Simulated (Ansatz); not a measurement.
Two isomers of C3H6FN: A = `C=C(N)CF`, B = `NC/C=C\F`.

Program: Ansatz. Geometries: PBE0-D4/def2-TZVP. ΔE: electronic, gas phase. CCSD(T)/CBS adds triple-zeta CCSD(T) − MP2 to the extrapolated MP2 energy (def2 sets, frozen cores). Functionals use def2-TZVPP. One conformer a species, not always the lowest.

Problem. Which isomer does CCSD(T)/CBS put lower? Give the gap. (An estimate is asked.)

Solution. Computed: A, by 7.2 kcal/mol.

Problem. Give E(B) − E(A) in kcal/mol with B2PLYP, CCSD(T)/def2-TZVPP, CCSD/def2-TZVPP, PBE-D4, r2SCAN-D4, MP2/def2-TZVPP, ωB97M-V. (Estimate.)

Solution. Computed: B2PLYP 7.9, CCSD(T)/def2-TZVPP 7.1, CCSD/def2-TZVPP 6.9, PBE-D4 8.1, r2SCAN-D4 8.8, MP2/def2-TZVPP 7.9, ωB97M-V 7.7. None reverses the order clearly.

Largest T1 diagnostic: 0.011.
